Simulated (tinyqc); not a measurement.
Worked calculation: geometry optimisation on the RHF/sto-3g surface (energies and gradients from PySCF), for H2F+, spin multiplicity 1. One step of it, computed by the program tinyqc.

Question. Step 1: move. Quasi-Newton step p = -H^(-1) g (first H = 0.6 times the unit matrix); steps longer than 0.3 bohr are cut back (factor 0.417 here).

positions at the start (bohr), order 1F, 2H, 3H:
```
[[-0.079368, 0.045353, 0.111494],
 [-0.041574, 1.472097, 0.729434],
 [0.054802, -1.398397, 0.771008]]
```

gradient (hartree/bohr), order 1F, 2H, 3H:
```
[[0.03024246, 0.05404967, 0.23810347],
 [-0.00951158, -0.24499384, -0.12862707],
 [-0.02073089, 0.19094416, -0.10947640]]
```

Give: positions after step 1.

Answer.

positions after step 1 (bohr), order 1F, 2H, 3H:
```
[[-0.1004, 0.0078, -0.0541],
 [-0.0350, 1.6425, 0.8189],
 [0.0692, -1.5312, 0.8471]]
```
